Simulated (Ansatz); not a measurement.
System: antifluorite Mg₂Sn. Method: LDA (plane waves, PAW; Ansatz, a program for electronic structure).

Run with plane-wave cutoff 520 eV, 10×10×10 k mesh, Fermi–Dirac smearing 0.01 eV, scalar-relativistic PAW data made under PBE.

Pressure at four volumes; x = ln(V/24.647 Å³). One pressure is withheld.

```csv
V (Å³/atom),x,P (GPa)
23.168,-0.0619,3.31
24.647,0.0000,0.00
25.633,0.0392,-1.69
26.126,0.0583,?
```

**Question.** Pass a parabola P(x) through the three rows shown, estimate the bulk modulus and its pressure derivative near zero pressure, and predict the withheld pressure.

**Answer.** Slopes between the rows: (0.00 − (3.31))/(0.0000 − (-0.0619)) = -53.47 and (-1.69 − (0.00))/(0.0392 − (0.0000)) = -43.11 GPa. Their difference over the span 0.1011 is c = 10.36/0.1011 = 102.5 GPa, so P(x) = 3.31 + (-53.47)(x − (-0.0619)) + 102.5 (x − (-0.0619))(x − (0.0000)). At the middle row B = −dP/dx = −[-53.47 + 102.5 × 0.0619] = 47.1 GPa, and B′ = dB/dP = 2c/B = 4.4. At x = 0.0583 the parabola gives -2.40 GPa; the run gives -2.39 GPa. The Birch–Murnaghan fit to the energies at all volumes has B0 = 46.8 GPa and B′ = 4.4.

Note: this level leaves the solid without a gap, although one is measured.

Spin–orbit coupling is not included.
